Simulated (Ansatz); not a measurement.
Relaxation of C₂H₆Al (9 atoms, charge 0, multiplicity 2), to a largest force component of 0.02 eV/Å in at most 50 steps.

These are results of UKS PBE0-D4/cc-pVDZ (Ansatz 0.2.0), not measurements.

```xyz
9
Properties=species:S:1:pos:R:3
C -0.837 0.709 -1.565
Al 0.194 0.641 0.089
C 0.610 -1.132 0.855
H -0.440 1.921 0.664
H -1.030 1.811 -1.869
H 0.706 1.994 0.802
H 0.230 -1.931 0.242
H 1.783 -1.238 0.901
H 0.230 -1.185 1.937
```

Problem. Where does it end, and by what steps?

Solution. It converged. After 24 steps the energy has fallen by 1.743 eV; Al2 moved furthest, 0.82 Å. Parted: Al2–H4, Al2–H6. Joined: H4–H6.

```tsv
step	energy less start (eV)	largest force component (eV/Å)	accepted
0	0.0000	3.700	yes
1	-0.7255	1.625	yes
2	-0.9626	0.792	yes
3	-1.1994	0.780	yes
4	-0.9669	5.272	no
5	-1.4328	0.651	yes
6	-1.5092	0.896	yes
7	-1.5815	0.238	yes
8	-1.5829	0.828	yes
9	-1.6091	0.290	yes
10	-1.6131	0.063	yes
11	-1.6149	0.092	yes
12	-1.6234	0.204	yes
13	-1.6633	0.634	yes
14	-1.6824	0.700	yes
15	-1.7235	0.407	yes
16	-1.7321	0.279	yes
17	-1.6853	1.367	no
18	-1.7400	0.139	yes
19	-1.7414	0.065	yes
20	-1.7423	0.039	yes
21	-1.7428	0.101	yes
22	-1.7428	0.058	yes
23	-1.7421	0.054	no
24	-1.7434	0.011	yes
```

```xyz
9
Properties=species:S:1:pos:R:3
C -1.063 1.094 -1.361
Al 0.349 0.192 -0.581
C 0.643 -1.143 0.834
H 0.037 2.074 0.864
H -1.294 1.701 -2.247
H 0.698 1.929 1.231
H 0.478 -2.153 0.420
H 1.667 -1.110 1.234
H -0.068 -0.995 1.663
```

Time of the run: 52 s on 2 threads of Intel(R) Xeon(R) Platinum 8488C (Sapphire Rapids) (shared host), peak memory 0.22 GiB.
